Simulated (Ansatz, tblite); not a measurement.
# AlCl3: spin states and exact exchange

Aim: set other spin states of AlCl3 against its singlet, on many levels of theory.

Method: as each input shows; program: Ansatz 0.2.0, Gaussian basis.

Plan: triplet, at the geometry of the singlet (GFN1-xTB, GFN2-xTB, PBE0-D4/def2-TZVP, PBE-D4/def2-TZVP, r2SCAN-D4/def2-TZVP); the singlet's energies come from earlier runs.

## 1. The geometry

The singlet was relaxed beforehand with PBE-D4/def2-TZVP.

4 atoms, charge 0, spin multiplicity 1.

Bond lengths: Al1–Cl2 2.084 Å, Al1–Cl3 2.084 Å, Al1–Cl4 2.084 Å. Angles: Cl2–Al1–Cl3 120.0°, Cl2–Al1–Cl4 120.0°, Cl3–Al1–Cl4 120.0°.

Coordinates:

```
Al   -0.00002   -0.00001    0.00001
Cl    2.08425   -0.02771    0.01316
Cl   -1.01804    1.81890   -0.01733
Cl   -1.06620   -1.79119    0.00416
```

## 2. Triplet at the fixed geometry, GFN1-xTB

Tight binding, by tblite at 300 K electronic temperature and without a spin-polarisation term:

```python
tblite.interface.Calculator('GFN1-xTB', numbers, positions, charge=0, uhf=2).singlepoint()
```

Energy -383.1828 eV; 0.003 s.

## 3. Triplet at the fixed geometry, GFN2-xTB

Tight binding, by tblite at 300 K electronic temperature and without a spin-polarisation term:

```python
tblite.interface.Calculator('GFN2-xTB', numbers, positions, charge=0, uhf=2).singlepoint()
```

Energy -401.5501 eV; 0.004 s.

## 4. Triplet at the fixed geometry, PBE0-D4/def2-TZVP

in.yaml

```yaml
crystal:
  periodic: [false, false, false]
  atoms:
    - {symbol: Al, position_ang: [-0.000016, -0.000010, 0.000006]}
    - {symbol: Cl, position_ang: [2.084253, -0.027714, 0.013160]}
    - {symbol: Cl, position_ang: [-1.018042, 1.818900, -0.017330]}
    - {symbol: Cl, position_ang: [-1.066195, -1.791186, 0.004164]}
basis:
  gaussian: {orbitals: def2-TZVP}
magnetization: {spin_polarized: true, initial_magnetization: 2}
hamiltonian: {xc: pbe0, dispersion: d4}
scf: {omitted_lower_state_checks: [starts]}
output: {orbitals: {seedname: orbitals}}
```

Launch:

```
> ansatz run in.yaml --threads 4 --pin off --events-out ev --progress --plain --max-ram 3916MiB
```

The program printed:

```text
Functional definition: PBE0
  name "PBE0"
  cite "Adamo & Barone, J. Chem. Phys. 110, 6158 (1999) doi:10.1063/1.478522"
  cite "Perdew, Burke & Ernzerhof, Phys. Rev. Lett. 77, 3865 (1996) doi:10.1103/PhysRevLett.77.3865"
  parent pbe
  parameter a = 0.25
  parameter kappa = 0.804
  parameter beta = 0.06672455060314922
  exchange = (1 - a)*pbe_x(kappa = kappa, mu = beta*pi^2/3) + a*exact_x
  correlation = pbe_c(beta = beta)
these checks for a lower state are left out or cut short: starts
1083 factors; their error is unknown
mean field evaluation 1: about -44149.7387 eV, gradient 1.0e1 eV
mean field evaluation 2: about -44150.0306 eV, gradient 8.0e0 eV
mean field evaluation 4: about -44150.2679 eV, gradient 5.5e-1 eV
mean field evaluation 8: about -44150.3960 eV, gradient 8.3e-2 eV
mean field evaluation 16: about -44150.3960 eV, gradient 1.3e-4 eV
mean field -44150.39599043 eV, -1622.4971264349 hartree, gradient 1.4e-5 eV, S^2 2.007637; 0 other end points of the search recorded, 0 dependent functions left out
reference -44150.39601944 eV, -1622.4971275010 hartree; 33, 31 occupied and 115, 117 virtual orbitals, 1083 factors
Total energy: -44150.51662704 eV, -1622.5015597486 hartree
Checks for a lower state left out: starts
```

Run time: 2.9 s. Hardware: 4 threads of Arm Neoverse V2, shared host.

HOMO -3.33 eV, LUMO -7.98 eV (over both spins; with the spin held, an empty level of the minority spin lies below the top filled one); ⟨S²⟩ 2.008 (pure: 2.00).

## 5. Triplet at the fixed geometry, PBE-D4/def2-TZVP

start.molden holds the orbitals of an earlier run on this state, given as this run's starting guess.

in.yaml: that of step 4 with these lines changed.

```diff
@@ -8,5 +8,5 @@
 basis:
-  gaussian: {orbitals: def2-TZVP}
+  gaussian: {orbitals: def2-TZVP, initial_orbitals: start.molden}
 magnetization: {spin_polarized: true, initial_magnetization: 2}
-hamiltonian: {xc: pbe0, dispersion: d4}
+hamiltonian: {xc: pbe, dispersion: d4}
 scf: {omitted_lower_state_checks: [starts]}
```

The command is unchanged.

The program printed:

```text
Functional definition: PBE
  name "PBE"
  cite "Perdew, Burke & Ernzerhof, Phys. Rev. Lett. 77, 3865 (1996) doi:10.1103/PhysRevLett.77.3865"
  parent pbe
  parameter kappa = 0.804
  parameter beta = 0.06672455060314922
  exchange = pbe_x(kappa = kappa, mu = beta*pi^2/3)
  correlation = pbe_c(beta = beta)
these checks for a lower state are left out or cut short: starts
1027 factors; their error is unknown
mean field evaluation 1: about -44147.2790 eV, gradient 1.1e1 eV
mean field evaluation 2: about -44147.3697 eV, gradient 1.5e-1 eV
mean field evaluation 4: about -44147.3643 eV, gradient 4.4e-4 eV
mean field -44147.36427086 eV, -1622.3857127960 hartree, gradient 1.5e-5 eV, S^2 2.003782; 0 other end points of the search recorded, 0 dependent functions left out
reference -44147.36430945 eV, -1622.3857142139 hartree; 33, 31 occupied and 115, 117 virtual orbitals, 1027 factors
Total energy: -44147.50328049 eV, -1622.3908213055 hartree
Checks for a lower state left out: starts
```

Run time: 1.6 s. Hardware: 4 threads of Arm Neoverse V2, shared host.

Report: HOMO -2.61 eV, LUMO -8.25 eV (over both spins; with the spin held, an empty level of the minority spin lies below the top filled one); ⟨S²⟩ 2.004 (pure: 2.00).

## 6. Triplet at the fixed geometry, r2SCAN-D4/def2-TZVP

in.yaml: that of step 5 with these lines changed.

```diff
@@ -10,3 +10,3 @@
 magnetization: {spin_polarized: true, initial_magnetization: 2}
-hamiltonian: {xc: pbe, dispersion: d4}
+hamiltonian: {xc: r2scan, dispersion: d4}
 scf: {omitted_lower_state_checks: [starts]}
```

Same command.

The program printed:

```text
Functional definition: r2SCAN
  name "r2SCAN"
  cite "Furness, Kaplan, Ning, Perdew & Sun, J. Phys. Chem. Lett. 11, 8208 (2020) doi:10.1021/acs.jpclett.0c02405"
  cite "Furness, Kaplan, Ning, Perdew & Sun, J. Phys. Chem. Lett. 11, 9248 (2020) doi:10.1021/acs.jpclett.0c03077"
  parent r2scan
  parameter k0 = 0.174
  parameter k1 = 0.065
  parameter a1 = 4.9479
  exchange = r2scan_x(k0 = k0, k1 = k1, a1 = a1)
  correlation = r2scan_c
these checks for a lower state are left out or cut short: starts
1027 factors; their error is unknown
mean field evaluation 1: about -44162.9533 eV, gradient 7.8e0 eV
mean field evaluation 2: about -44162.9956 eV, gradient 9.9e-2 eV
mean field evaluation 4: about -44162.9890 eV, gradient 3.3e-4 eV
mean field -44162.98901182 eV, -1622.9599114353 hartree, gradient 1.3e-5 eV, S^2 2.007536; 0 other end points of the search recorded, 0 dependent functions left out
reference -44162.98902421 eV, -1622.9599118905 hartree; 33, 31 occupied and 115, 117 virtual orbitals, 1027 factors
Total energy: -44163.01997631 eV, -1622.9610493592 hartree
Checks for a lower state left out: starts
```

Wall time 4.3 s (4 threads of Arm Neoverse V2, shared host).

From the report: HOMO -2.67 eV, LUMO -8.47 eV (over both spins; with the spin held, an empty level of the minority spin lies below the top filled one); ⟨S²⟩ 2.008 (pure: 2.00).

## 7. Triplet less singlet, vertical

The singlet's energies are those of its earlier runs, whose logs aren't repeated here.

```tsv
level	triplet less singlet, vertical (kJ/mol)	time
GFN1-xTB	+502.7	0.007 s
GFN2-xTB	+437.0	0.007 s
PBE-D4/def2-TZVP	+542.2	2.4 s
r2SCAN-D4/def2-TZVP	+583.6	6.3 s
PBE0-D4/def2-TZVP	+605.4	4 s
```

Times add the two runs; a level without a time comes out of a correlated run. Tight binding without a spin term can't rank spin states.

## 8. What came out

| quantity | value |
| --- | --- |
| triplet less singlet, vertical, functionals in def2-TZVP | +542.2 (PBE-D4) to +605.4 kJ/mol (PBE0-D4) |

What this shows: All functionals put the triplet above the singlet, over a spread of 63.2 kJ/mol. The checks for a lower triplet were left out, so another state of that spin may lie lower. These are electronic energies, without zero-point motion, entropy or surroundings.
